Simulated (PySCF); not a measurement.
# C₄H₁₀O₂: NMR shifts at several levels of theory

Aim: compute the NMR shifts of C₄H₁₀O₂ (`C[C@H](O)CCO`) at several levels, and see how far they spread and what each costs.

Programs: PySCF 2.14.0, with density-fitted response routines of our own. Each step states its level of theory. These are calculated values for one molecule in the gas phase, unless marked as measured. Atoms are numbered from 0 throughout.

### 1 Starting geometry

16 atoms, charge 0, multiplicity 1; geometry from: GFN2-xTB.

Bonds of the start (Å): C0–C1 1.53, C1–O2 1.42, C1–C3 1.54, C3–C4 1.53, C4–O5 1.40, C0–H6 1.09, C0–H7 1.09, C0–H8 1.09, C1–H9 1.10, O2–H10 0.97, C3–H11 1.09, C3–H12 1.09, C4–H13 1.10, C4–H14 1.09, O5–H15 0.97.

### 2 Geometry optimisation at PBE0-D3(BJ)/def2-SVP

What the job is given:

```
{"job": {"xc": "PBE0", "basis": "def2-SVP", "d3": "d3bj", "grid": 1, "kind": "geom"}, "charge": 0, "multiplicity": 1}
C      1.882210     0.248550     1.396170
C      0.937070     0.154730     0.199590
O      0.345670     1.412730    -0.077460
C     -0.127680    -0.928410     0.422990
C     -1.025240    -1.120490    -0.804790
O     -1.848310    -0.013050    -1.060110
H      2.610950     1.039220     1.233910
H      1.321620     0.472470     2.303040
H      2.408450    -0.690980     1.536970
H      1.509960    -0.080230    -0.705030
H     -0.104500     1.716290     0.720590
H      0.368790    -1.871600     0.650610
H     -0.752350    -0.651590     1.276360
H     -0.396050    -1.342070    -1.680770
H     -1.699220    -1.966090    -0.643530
H     -1.272300     0.766240    -1.100660
```

Log:

```text
step   0  E = -308.31675233  max force = 0.020727
step   1  E = -308.31808836  max force = 0.003915
step   2  E = -308.31817346  max force = 0.002766
step   3  E = -308.31830202  max force = 0.000586
step   4  E = -308.31831690  max force = 0.000359
optimisation converged
```

Run time: 13 s. Hardware: 8 threads of AMD EPYC 7R43 (Zen 3), shared host.

Step by step:

```
step  energy from step 0 (eV)  largest force component (eV/Å)
   0                   0.0000                          1.0658
   1                  -0.0364                          0.2013
   2                  -0.0387                          0.1422
   3                  -0.0422                          0.0301
   4                  -0.0426                          0.0185
```

Close pairs (by a distance rule), those that changed most:

```
  bond  before (Å)  after (Å)  change (Å)
 C0–H8       1.086      1.100      +0.014
 C0–H7       1.089      1.103      +0.014
C3–H11       1.090      1.103      +0.013
C3–H12       1.093      1.106      +0.013
 C0–H6       1.087      1.099      +0.012
C4–H13       1.101      1.112      +0.011
 C0–C1       1.528      1.517      -0.011
 C1–C3       1.535      1.525      -0.010
```

The final coordinates are the input of the step that follows.

```
                         at the end point                value
  point group (found at 0.08 Å tolerance)                   C1
rotational constants (GHz, main isotopes)  6.591, 2.298, 1.850
                        dipole moment (D)                 2.81
```

### 3 NMR shieldings: PBE0/pcSseg-2

What the job is given:

```
{"job": {"kind": "nmr", "xc": "PBE0", "basis": "pcSseg-2", "pop": false}, "charge": 0, "multiplicity": 1}
C      1.874011     0.278598     1.391576
C      0.929625     0.147414     0.211697
O      0.326187     1.400347    -0.094045
C     -0.125027    -0.937630     0.401879
C     -1.030059    -1.116630    -0.810118
O     -1.833080    -0.001332    -1.060082
H      2.596864     1.087927     1.214994
H      1.315664     0.508577     2.315005
H      2.429303    -0.655035     1.564966
H      1.517683    -0.096310    -0.690537
H     -0.138233     1.698983     0.698090
H      0.377150    -1.891623     0.635111
H     -0.748550    -0.684611     1.279811
H     -0.399612    -1.375797    -1.689060
H     -1.700349    -1.976450    -0.647962
H     -1.232509     0.759292    -1.053447
```

Method: GIAO PBE0/pcSseg-2 NMR shielding, non-relativistic, gas phase.

Log:

```text
coarse grid: 12720 points
cycle   1  E = -308.5303726547  dE =  5.920e-01  |g| = 8.494e-01  |ddm| = 2.499e+00
cycle   2  E = -308.3984987063  dE =  1.319e-01  |g| = 1.213e+00  |ddm| = 1.728e+00
cycle   3  E = -308.6618204158  dE = -2.633e-01  |g| = 1.050e-01  |ddm| = 1.202e+00
cycle   4  E = -308.6638115100  dE = -1.991e-03  |g| = 3.725e-02  |ddm| = 9.651e-02
cycle   5  E = -308.6641368817  dE = -3.254e-04  |g| = 7.392e-03  |ddm| = 3.487e-02
cycle   6  E = -308.6641476080  dE = -1.073e-05  |g| = 1.536e-03  |ddm| = 9.470e-03
cycle   7  E = -308.6641481247  dE = -5.167e-07  |g| = 4.425e-04  |ddm| = 2.015e-03
final grid: 120968 points
cycle   8  E = -308.6602763306  dE = -1.326e-04  |g| = 1.001e-02  |ddm| = 5.990e-02
cycle   9  E = -308.6602592001  dE =  1.713e-05  |g| = 1.382e-02  |ddm| = 1.480e-02
cycle  10  E = -308.6602965725  dE = -3.737e-05  |g| = 1.145e-03  |ddm| = 9.207e-03
cycle  11  E = -308.6602967967  dE = -2.242e-07  |g| = 3.836e-04  |ddm| = 1.090e-03
cycle  12  E = -308.6602968278  dE = -3.105e-08  |g| = 5.462e-05  |ddm| = 3.246e-04
cycle  13  E = -308.6602968282  dE = -4.536e-10  |g| = 2.721e-05  |ddm| = 7.830e-05
converged SCF energy = -308.6602968282

GIAO shielding tensors (ppm)
atom      isotropic    diamagn.    paramagn.     s11        s22        s33       span
  0 C      156.647     239.710     -83.063    137.250    147.517    185.175     47.925
  1 C      106.390     242.541    -136.151     79.759    103.624    135.789     56.030
  2 O      248.411     387.275    -138.864    222.654    239.422    283.157     60.503
  3 C      138.475     246.825    -108.349    125.958    137.680    151.788     25.830
  4 C      116.048     235.042    -118.994     92.213    105.928    150.003     57.790
  5 O      291.549     385.192     -93.643    265.409    287.803    321.435     56.026
  6 H       29.813      27.797       2.015     26.156     27.448     35.834      9.678
  7 H       30.474      29.655       0.819     27.445     29.201     34.775      7.330
  8 H       30.072      28.410       1.662     26.196     27.751     36.269     10.073
  9 H       27.438      31.633      -4.195     25.237     26.554     30.525      5.288
 10 H       31.480      34.127      -2.647     25.293     28.358     40.789     15.496
 11 H       29.809      31.394      -1.585     25.451     29.463     34.512      9.061
 12 H       29.932      32.862      -2.931     26.610     29.960     33.226      6.617
 13 H       27.340      29.311      -1.970     23.123     26.919     31.979      8.856
 14 H       27.559      27.469       0.090     23.013     27.239     32.425      9.412
 15 H       27.584      32.162      -4.579     15.146     25.984     41.621     26.475
```

Run time: 29 s. Hardware: 8 threads of AMD EPYC 7R43 (Zen 3), shared host.

Shifts follow as δ = σ(reference) − σ, with reference shieldings (ppm) from runs at the same level and on the same kind of geometry: 1H TMS 31.25, 13C TMS 184.1, 17O H2O 328.2. The references are single molecules in the gas phase, so shifts against H2O, NH3, PH3, H3PO4 or CFCl3 are not on the usual liquid scales and can be off by tens of ppm. Atoms listed in one row are averaged.

```
     atoms                         environment  σ (ppm)  δ (ppm)
        C1                  sp3 CH bonded to O    106.4     77.7
        C4                 sp3 CH2 bonded to O    116.0     68.1
        C3                             sp3 CH2    138.5     45.7
        C0                       methyl carbon    156.6     27.5
       H13  hydrogen on an sp3 CH2 bonded to O    27.34     3.90
        H9   hydrogen on an sp3 CH bonded to O    27.44     3.81
       H14  hydrogen on an sp3 CH2 bonded to O    27.56     3.69
       H15       hydrogen on an alcohol oxygen    27.58     3.66
       H11              hydrogen on an sp3 CH2    29.81     1.44
       H12              hydrogen on an sp3 CH2    29.93     1.31
H6, H7, H8         hydrogen on a methyl carbon    30.12     1.13
       H10       hydrogen on an alcohol oxygen    31.48    -0.23
        O2                      alcohol oxygen    248.4     79.7
        O5                      alcohol oxygen    291.5     36.6
```

### 4 Nuclear shieldings: PBE/pcSseg-2

Same as in step 3 but for these lines:

```diff
@@ -1,2 +1,2 @@
-{"job": {"kind": "nmr", "xc": "PBE0", "basis": "pcSseg-2", "pop": false}, "charge": 0, "multiplicity": 1}
+{"job": {"kind": "nmr", "xc": "PBE", "basis": "pcSseg-2", "pop": false}, "charge": 0, "multiplicity": 1}
 C      1.874011     0.278598     1.391576
```

Method: GIAO PBE/pcSseg-2 NMR shielding, non-relativistic, gas phase.

Log:

```text
coarse grid: 12720 points
cycle   1  E = -308.4337501859  dE =  5.083e-01  |g| = 1.030e+00  |ddm| = 2.515e+00
cycle   2  E = -307.8014594864  dE =  6.323e-01  |g| = 2.040e+00  |ddm| = 4.176e+00
cycle   3  E = -308.6269858683  dE = -8.255e-01  |g| = 2.435e-01  |ddm| = 3.750e+00
cycle   4  E = -308.6379877942  dE = -1.100e-02  |g| = 1.001e-01  |ddm| = 2.926e-01
cycle   5  E = -308.6401868946  dE = -2.199e-03  |g| = 2.617e-02  |ddm| = 9.141e-02
cycle   6  E = -308.6403142353  dE = -1.273e-04  |g| = 1.011e-02  |ddm| = 3.744e-02
cycle   7  E = -308.6403325258  dE = -1.829e-05  |g| = 2.956e-03  |ddm| = 8.650e-03
cycle   8  E = -308.6403339760  dE = -1.450e-06  |g| = 8.513e-04  |ddm| = 2.705e-03
final grid: 120968 points
cycle   9  E = -308.6372809685  dE = -1.993e-04  |g| = 1.628e-02  |ddm| = 8.586e-02
cycle  10  E = -308.6371501625  dE =  1.308e-04  |g| = 3.025e-02  |ddm| = 3.036e-02
cycle  11  E = -308.6373344528  dE = -1.843e-04  |g| = 2.821e-03  |ddm| = 2.185e-02
cycle  12  E = -308.6373359329  dE = -1.480e-06  |g| = 7.307e-04  |ddm| = 3.004e-03
cycle  13  E = -308.6373360490  dE = -1.161e-07  |g| = 1.105e-04  |ddm| = 7.787e-04
cycle  14  E = -308.6373360507  dE = -1.652e-09  |g| = 6.951e-05  |ddm| = 1.602e-04
cycle  15  E = -308.6373360517  dE = -9.843e-10  |g| = 1.659e-05  |ddm| = 5.657e-05
converged SCF energy = -308.6373360517

GIAO shielding tensors (ppm)
atom      isotropic    diamagn.    paramagn.     s11        s22        s33       span
  0 C      151.299     240.181     -88.882    131.131    141.069    181.698     50.567
  1 C       97.620     241.926    -144.306     69.934     95.140    127.785     57.851
  2 O      235.793     386.752    -150.958    208.886    229.595    268.899     60.013
  3 C      131.376     247.032    -115.656    117.307    130.805    146.016     28.709
  4 C      107.834     235.202    -127.367     82.661     97.078    143.763     61.102
  5 O      279.893     386.147    -106.255    254.779    275.358    309.541     54.761
  6 H       29.764      28.093       1.670     26.316     27.499     35.476      9.161
  7 H       30.439      29.781       0.658     27.649     29.272     34.396      6.747
  8 H       29.929      28.629       1.299     26.229     27.687     35.870      9.641
  9 H       27.235      31.434      -4.199     25.172     26.486     30.048      4.876
 10 H       31.583      34.038      -2.455     25.806     28.778     40.165     14.358
 11 H       29.554      31.543      -1.988     25.453     29.386     33.823      8.370
 12 H       29.853      32.830      -2.977     26.702     29.985     32.873      6.171
 13 H       26.987      29.269      -2.282     22.762     26.639     31.560      8.799
 14 H       27.318      27.624      -0.307     22.862     27.202     31.889      9.027
 15 H       27.508      32.272      -4.763     15.377     26.156     40.993     25.616
```

It took 23 s on 8 threads of AMD EPYC 7R43 (Zen 3), shared host.

In short: δ C1 81.8, C4 71.6, C3 48.0, C0 28.1, H13 4.19, H9 3.94 ppm.

### 5 Nuclear shieldings: wB97X-D/pcSseg-2

Same as in step 4 but for these lines:

```diff
@@ -1,2 +1,2 @@
-{"job": {"kind": "nmr", "xc": "PBE", "basis": "pcSseg-2", "pop": false}, "charge": 0, "multiplicity": 1}
+{"job": {"kind": "nmr", "xc": "wB97X-D", "basis": "pcSseg-2", "pop": false}, "charge": 0, "multiplicity": 1}
 C      1.874011     0.278598     1.391576
```

Level: GIAO wB97X-D/pcSseg-2 NMR shielding, non-relativistic, gas phase.

Log:

```text
coarse grid: 12720 points
cycle   1  E = -308.7860943417  dE =  7.567e-01  |g| = 8.691e-01  |ddm| = 2.492e+00
cycle   2  E = -308.7651648544  dE =  2.093e-02  |g| = 9.806e-01  |ddm| = 1.245e+00
cycle   3  E = -308.9208334751  dE = -1.557e-01  |g| = 6.240e-02  |ddm| = 6.666e-01
cycle   4  E = -308.9215511386  dE = -7.177e-04  |g| = 2.141e-02  |ddm| = 5.184e-02
cycle   5  E = -308.9216604595  dE = -1.093e-04  |g| = 5.853e-03  |ddm| = 2.487e-02
cycle   6  E = -308.9216684235  dE = -7.964e-06  |g| = 1.103e-03  |ddm| = 5.788e-03
final grid: 120968 points
cycle   7  E = -308.9174255311  dE = -2.799e-04  |g| = 6.792e-03  |ddm| = 6.487e-02
cycle   8  E = -308.9174309906  dE = -5.459e-06  |g| = 5.025e-03  |ddm| = 1.199e-02
cycle   9  E = -308.9174365239  dE = -5.533e-06  |g| = 6.476e-04  |ddm| = 3.840e-03
cycle  10  E = -308.9174365972  dE = -7.323e-08  |g| = 4.557e-04  |ddm| = 1.062e-03
cycle  11  E = -308.9174366325  dE = -3.532e-08  |g| = 5.814e-05  |ddm| = 2.658e-04
cycle  12  E = -308.9174366336  dE = -1.115e-09  |g| = 2.445e-05  |ddm| = 1.416e-04
cycle  13  E = -308.9174366338  dE = -1.688e-10  |g| = 4.998e-06  |ddm| = 3.762e-05
converged SCF energy = -308.9174366338

GIAO shielding tensors (ppm)
atom      isotropic    diamagn.    paramagn.     s11        s22        s33       span
  0 C      156.741     238.574     -81.833    137.363    147.858    185.003     47.641
  1 C      107.149     242.545    -135.396     80.402    104.036    137.009     56.608
  2 O      251.325     386.347    -135.022    225.795    241.372    286.807     61.012
  3 C      138.881     245.972    -107.091    126.666    138.010    151.966     25.300
  4 C      116.923     234.142    -117.219     93.216    106.820    150.732     57.516
  5 O      293.942     384.078     -90.137    267.523    289.623    324.678     57.155
  6 H       29.903      27.797       2.106     26.233     27.559     35.918      9.686
  7 H       30.548      29.610       0.938     27.489     29.271     34.883      7.394
  8 H       30.194      28.410       1.784     26.310     27.886     36.387     10.076
  9 H       27.611      31.697      -4.086     25.416     26.697     30.719      5.303
 10 H       31.509      34.120      -2.612     25.259     28.360     40.907     15.648
 11 H       29.969      31.469      -1.500     25.593     29.614     34.701      9.108
 12 H       30.049      32.800      -2.752     26.705     30.064     33.377      6.672
 13 H       27.524      29.314      -1.790     23.337     27.078     32.158      8.821
 14 H       27.733      27.569       0.164     23.222     27.366     32.611      9.388
 15 H       27.670      31.881      -4.211     15.241     25.992     41.777     26.536
```

Wall time 37 s (8 threads of AMD EPYC 7R43 (Zen 3), shared host).

In short: δ C1 77.3, C4 67.5, C3 45.5, C0 27.7, H13 3.83, H9 3.75 ppm.

### 6 Nuclear shieldings: KT2/pcSseg-2

Same as in step 5 but for these lines:

```diff
@@ -1,2 +1,2 @@
-{"job": {"kind": "nmr", "xc": "wB97X-D", "basis": "pcSseg-2", "pop": false}, "charge": 0, "multiplicity": 1}
+{"job": {"kind": "nmr", "xc": "KT2", "basis": "pcSseg-2", "pop": false}, "charge": 0, "multiplicity": 1}
 C      1.874011     0.278598     1.391576
```

Method: GIAO KT2/pcSseg-2 NMR shielding, non-relativistic, gas phase.

Log:

```text
coarse grid: 12720 points
cycle   1  E = -313.6695323815  dE =  5.471e-01  |g| = 1.061e+00  |ddm| = 2.553e+00
cycle   2  E = -313.0189265463  dE =  6.506e-01  |g| = 2.053e+00  |ddm| = 4.257e+00
cycle   3  E = -313.8742175125  dE = -8.553e-01  |g| = 2.323e-01  |ddm| = 3.815e+00
cycle   4  E = -313.8847940332  dE = -1.058e-02  |g| = 1.025e-01  |ddm| = 3.241e-01
cycle   5  E = -313.8871788907  dE = -2.385e-03  |g| = 2.551e-02  |ddm| = 9.310e-02
cycle   6  E = -313.8873023499  dE = -1.235e-04  |g| = 1.043e-02  |ddm| = 3.906e-02
cycle   7  E = -313.8873215350  dE = -1.919e-05  |g| = 3.605e-03  |ddm| = 1.050e-02
cycle   8  E = -313.8873237703  dE = -2.235e-06  |g| = 1.054e-03  |ddm| = 3.628e-03
final grid: 120968 points
cycle   9  E = -313.9079302684  dE = -5.853e-04  |g| = 9.984e-03  |ddm| = 1.919e-01
cycle  10  E = -313.9079035207  dE =  2.675e-05  |g| = 1.389e-02  |ddm| = 2.152e-02
cycle  11  E = -313.9079506151  dE = -4.709e-05  |g| = 1.374e-03  |ddm| = 1.406e-02
cycle  12  E = -313.9079507761  dE = -1.610e-07  |g| = 1.082e-03  |ddm| = 1.844e-03
cycle  13  E = -313.9079510019  dE = -2.258e-07  |g| = 1.609e-04  |ddm| = 9.174e-04
cycle  14  E = -313.9079510067  dE = -4.786e-09  |g| = 5.452e-05  |ddm| = 2.048e-04
cycle  15  E = -313.9079510073  dE = -6.394e-10  |g| = 1.145e-05  |ddm| = 4.843e-05
converged SCF energy = -313.9079510073

GIAO shielding tensors (ppm)
atom      isotropic    diamagn.    paramagn.     s11        s22        s33       span
  0 C      154.704     239.619     -84.915    134.746    144.639    184.726     49.980
  1 C      102.028     242.395    -140.367     74.878     99.836    131.369     56.491
  2 O      232.638     384.722    -152.084    207.518    227.333    263.064     55.546
  3 C      135.094     247.495    -112.401    121.563    133.987    149.732     28.169
  4 C      112.363     234.850    -122.487     87.636    101.898    147.555     59.919
  5 O      276.260     383.079    -106.819    251.049    270.498    307.232     56.182
  6 H       29.758      27.910       1.848     26.251     27.490     35.533      9.283
  7 H       30.457      29.784       0.674     27.661     29.278     34.433      6.772
  8 H       29.916      28.539       1.378     26.193     27.638     35.917      9.724
  9 H       27.232      31.217      -3.984     25.163     26.485     30.050      4.886
 10 H       31.581      33.730      -2.149     25.971     28.804     39.969     13.998
 11 H       29.528      31.281      -1.753     25.443     29.277     33.862      8.419
 12 H       29.852      32.646      -2.795     26.733     29.967     32.856      6.122
 13 H       27.003      29.176      -2.172     22.831     26.611     31.569      8.738
 14 H       27.354      27.269       0.085     22.933     27.149     31.979      9.046
 15 H       27.668      31.457      -3.790     15.746     26.491     40.766     25.021
```

Wall time 23 s (8 threads of AMD EPYC 7R43 (Zen 3), shared host).

In short: δ C1 80.3, C4 69.9, C3 47.2, C0 27.6, H13 4.17, H9 3.94 ppm.

### 7 Shielding tensors: HF/pcSseg-2

Same as in step 6 but for these lines:

```diff
@@ -1,2 +1,2 @@
-{"job": {"kind": "nmr", "xc": "KT2", "basis": "pcSseg-2", "pop": false}, "charge": 0, "multiplicity": 1}
+{"job": {"kind": "nmr", "xc": "HF", "basis": "pcSseg-2", "pop": false}, "charge": 0, "multiplicity": 1}
 C      1.874011     0.278598     1.391576
```

Method: GIAO HF/pcSseg-2 NMR shielding, non-relativistic, gas phase.

Log:

```text
final grid: 120968 points
cycle   1  E = -306.9983071488  dE =  1.013e+00  |g| = 7.300e-01  |ddm| = 2.511e+00
cycle   2  E = -307.0928476989  dE = -9.454e-02  |g| = 4.066e-01  |ddm| = 7.416e-01
cycle   3  E = -307.1214792048  dE = -2.863e-02  |g| = 7.394e-02  |ddm| = 2.709e-01
cycle   4  E = -307.1230714891  dE = -1.592e-03  |g| = 1.348e-02  |ddm| = 7.715e-02
cycle   5  E = -307.1231339182  dE = -6.243e-05  |g| = 3.852e-03  |ddm| = 1.823e-02
cycle   6  E = -307.1231389590  dE = -5.041e-06  |g| = 1.099e-03  |ddm| = 5.373e-03
cycle   7  E = -307.1231395319  dE = -5.729e-07  |g| = 3.093e-04  |ddm| = 2.128e-03
cycle   8  E = -307.1231395807  dE = -4.881e-08  |g| = 1.214e-04  |ddm| = 6.137e-04
cycle   9  E = -307.1231395857  dE = -4.988e-09  |g| = 2.966e-05  |ddm| = 1.427e-04
cycle  10  E = -307.1231395861  dE = -3.472e-10  |g| = 9.114e-06  |ddm| = 4.663e-05
converged SCF energy = -307.1231395861

GIAO shielding tensors (ppm)
atom      isotropic    diamagn.    paramagn.     s11        s22        s33       span
  0 C      165.098     234.620     -69.522    147.627    157.704    189.962     42.335
  1 C      123.045     240.647    -117.603    100.024    120.157    148.953     48.929
  2 O      271.684     388.030    -116.345    245.508    255.288    314.256     68.748
  3 C      150.306     242.534     -92.227    139.762    149.932    161.225     21.463
  4 C      131.053     230.941     -99.888    110.807    122.563    159.789     48.982
  5 O      311.746     383.501     -71.755    282.711    309.600    342.928     60.217
  6 H       30.173      27.450       2.724     26.203     27.724     36.593     10.389
  7 H       30.830      29.474       1.357     27.435     29.419     35.637      8.201
  8 H       30.577      28.163       2.414     26.470     28.162     37.098     10.628
  9 H       28.249      32.002      -3.753     25.760     27.037     31.948      6.188
 10 H       31.513      34.462      -2.949     24.566     27.734     42.239     17.673
 11 H       30.559      31.079      -0.520     25.841     29.913     35.924     10.083
 12 H       30.441      32.815      -2.374     26.871     30.225     34.228      7.357
 13 H       28.272      29.380      -1.108     24.107     27.587     33.123      9.015
 14 H       28.310      27.397       0.913     23.622     27.617     33.690     10.068
 15 H       27.690      31.971      -4.281     14.787     25.445     42.837     28.051
```

It took 16 s on 8 threads of AMD EPYC 7R43 (Zen 3), shared host.

This run: δ C1 68.4, C4 60.4, C3 41.2, C0 26.4, H15 3.99, H9 3.43 ppm.

### 8 Run by run: NMR shifts

Shifts (ppm) of some atoms, chosen among heavy atoms and hydrogens apart, with basis size and wall time:

```
             run    C1    C4    C3   H13    H10    O2    O5  functions  time
   PBE0/pcSseg-2  77.7  68.1  45.7  3.90  -0.23  79.7  36.6        356  29 s
    PBE/pcSseg-2  81.8  71.6  48.0  4.19  -0.41  92.1  48.0        356  23 s
wB97X-D/pcSseg-2  77.3  67.5  45.5  3.83  -0.15  75.5  32.9        356  37 s
    KT2/pcSseg-2  80.3  69.9  47.2  4.17  -0.40  91.7  48.1        356  23 s
     HF/pcSseg-2  68.4  60.4  41.2  3.41   0.17  54.6  14.6        356  16 s
```

### 9 Outcome

| quantity | value |
| --- | --- |
| point group | C1 |
| rotational constants (main isotopes) | 6.59, 2.30, 1.85 GHz |
| 13C shifts against TMS (PBE0/pcSseg-2) | 77.7, 68.1, 45.7, 27.5 ppm |
| 1H shifts against TMS (PBE0/pcSseg-2, means over atoms taken as alike) | 3.90, 3.81, 3.69, 3.66, 1.44, 1.31, 1.13, -0.23 ppm |
| 17O shifts against H2O (PBE0/pcSseg-2) | 79.7, 36.6 ppm |
| range of the shift of O2 | 54.6 to 92.1 ppm |

Single values in the summary come from the first run of each kind that ended normally (PBE0/pcSseg-2), which need not be the best level. Relaxing lowered the energy by 0.043 eV in 4 steps; the close pair that moved most is C0–H8, from 1.086 to 1.100 Å. The most deshielded carbon is C1 (sp3 CH bonded to O), at 77.7 ppm: deshielded by the electronegative neighbour. Across the 5 runs the shift of O2 moves most, between 54.6 (HF/pcSseg-2) and 92.1 ppm (PBE/pcSseg-2).
